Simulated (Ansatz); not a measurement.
in.yaml

```yaml
crystal:
  periodic: [false, false, false]
  atoms:
    - {symbol: N, position_ang: [0.000732, 0.010135, 1.094188]}
    - {symbol: P, position_ang: [-0.000101, -0.006008, -0.598827]}
    - {symbol: H, position_ang: [0.047863, 0.900535, 1.583393]}
    - {symbol: H, position_ang: [-0.054914, -0.856745, 1.613195]}
basis:
  gaussian: {orbitals: "6-31G*"}
magnetization: {spin_polarized: false, initial_magnetization: 2}
correlation: {active_space: {window: {electrons: 6, orbitals: 5}}}
```

```sh
$ ansatz run in.yaml --threads 1 --pin off --events-out ev --progress --plain --max-ram 2393MiB
```

Output:

```
367 factors; integrals over basis functions are off by at most 9.3e-4 eV
mean field evaluation 1: about -10782.5214 eV, gradient 2.1e1 eV
mean field evaluation 2: about -10782.5530 eV, gradient 2.1e1 eV
mean field evaluation 4: about -10783.6876 eV, gradient 3.2e0 eV
mean field evaluation 8: about -10783.7220 eV, gradient 2.2e-1 eV
mean field -10783.72237403 eV, -396.2944877762 hartree, gradient 2.4e-6 eV, S^2 2.000000; 0 other end points of the search recorded, 0 dependent functions left out
reference -10783.72237403 eV, -396.2944877762 hartree; 13, 11 occupied and 25, 27 virtual orbitals, 367 factors
state -10784.28969805 eV, -396.3153365491 hartree
Total energy: -10784.28969805 eV, -396.3153365491 hartree
```

Natural occupations: 1.9940 1.9791 1.0055 1.0000 0.0214.

Ran on 1 thread of Intel Xeon 6975P-C, shared host: 0.39 s wall, 0.1 GiB peak host memory.
